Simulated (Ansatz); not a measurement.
**CH5Si (SMILES C[SiH2]): the vertical energy of the quartet above the doublet, rung by rung**

The species is CH5Si (7 atoms), meant as a doublet with charge 0. SMILES: `C[SiH2]`. Geometry: relaxed at PBE0-D4/def2-TZVP.

Each level gives the vertical energy of the quartet above the doublet (eV). The values are calculated.

```
          level                   kind  program  value (eV)  less FCI/STO-3G
  USVWN5/STO-3G                    LDA   Ansatz       12.37            +0.16
    UPBE/STO-3G                    GGA   Ansatz       12.16            -0.05
  UBHLYP/STO-3G          global hybrid   Ansatz       12.60            +0.39
   UPBE0/STO-3G          global hybrid   Ansatz       12.49            +0.28
 RPA@PBE/STO-3G                    RPA   Ansatz       12.43            +0.22
UCCSD(T)/STO-3G  coupled cluster or CI   Ansatz       12.26            +0.05
   UCCSD/STO-3G  coupled cluster or CI   Ansatz       12.27            +0.06
 UCCSDTQ/STO-3G  coupled cluster or CI   Ansatz       12.22            +0.01
     FCI/STO-3G     exact in the basis   Ansatz       12.21             0.00
```

FCI/STO-3G is exact within its basis and frozen core, so for wave-function methods in that basis the difference is their error; functionals converge differently with the basis, so for them it is only a difference. The values span 12.16 to 12.60 eV. All rows use very small basis sets, so none should be taken for the real molecule's value.
